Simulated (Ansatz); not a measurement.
**Isomers**

Structures of CH₅AlN (charge -1), closed shell, relaxed at PBE0-D4/def2-TZVPD (vibrations not checked; lower isomers may exist, and structures with a doubtful reference or unclear bonds are left out). Ansatz 0.2.0; basis: def2-TZVPPD; cores frozen in the correlated methods. B3LYP uses VWN-RPA correlation.

**Question.** Rank them by CCSD(T) energy, lowest first, and give each one's height above the lowest. Links in brackets join atoms within 1.22 times the sum of their covalent radii (1.1 for two metals). (To be estimated.)
A.
CH₅AlN ([CH3][Al][NH2]), total charge -1
```
8
angstrom
C -0.7508 0.7783 -0.3668
Al 0.9444 -0.3441 -0.0994
N 0.3128 -1.5293 1.1633
H -0.5641 1.8277 -0.0952
H -1.6057 0.4230 0.2312
H -1.0571 0.7849 -1.4226
H -0.6264 -1.5360 1.5464
H 0.8582 -2.2704 1.5777
```
B.
CH₅AlN ([CH3][AlH][NH]), total charge -1
```
8
angstrom
C -0.7953 0.8928 -0.4470
Al 0.6390 -0.3870 0.1016
N 0.3056 -1.6721 1.2059
H -0.5349 1.9273 -0.1873
H -1.7468 0.6519 0.0389
H -0.9566 0.8782 -1.5330
H 2.0448 0.0245 -0.6576
H 1.0442 -2.3155 1.4785
```
C.
CH₅AlN ([CH2][AlH][NH2]), total charge -1
```
8
angstrom
C -0.8395 0.7992 -1.2219
Al -0.0528 0.3797 0.3819
N 0.7709 -1.1964 0.8225
H -0.8922 0.1562 -2.1036
H -1.3331 1.7596 -1.3887
H 0.0281 1.3388 1.6970
H 1.3397 -1.3049 1.6472
H 0.9790 -1.9323 0.1657
```

**Answer.** The calculation gives: A (0.0 kJ/mol), B (36.5 kJ/mol), C (47.8 kJ/mol). Heights count from the lowest.

**Question.** Do PBE-D4, r2SCAN-D4, PBE0-D4, B3LYP-D4, wB97M-V, HF, MP2 give the same order? (A judgement: the text doesn't fix the answer.)

**Answer.** By the calculation: Lowest first: HF A < C < B. The others agree with CCSD(T).

No T1 diagnostic of these runs exceeds 0.017. The restricted Hartree–Fock reference is unstable towards an unrestricted one at one or more of these structures.

For scale, one of the runs: CCSD(T)/def2-TZVPPD, 207 basis functions, launched by `ansatz run in.yaml --threads 2 --pin off --events-out ev --progress --plain --max-ram 4352MiB`. Time: 42 s of wall clock on 2 CPU threads of an Arm Neoverse V2; the host was shared. Peak host memory: 2.6 GiB.
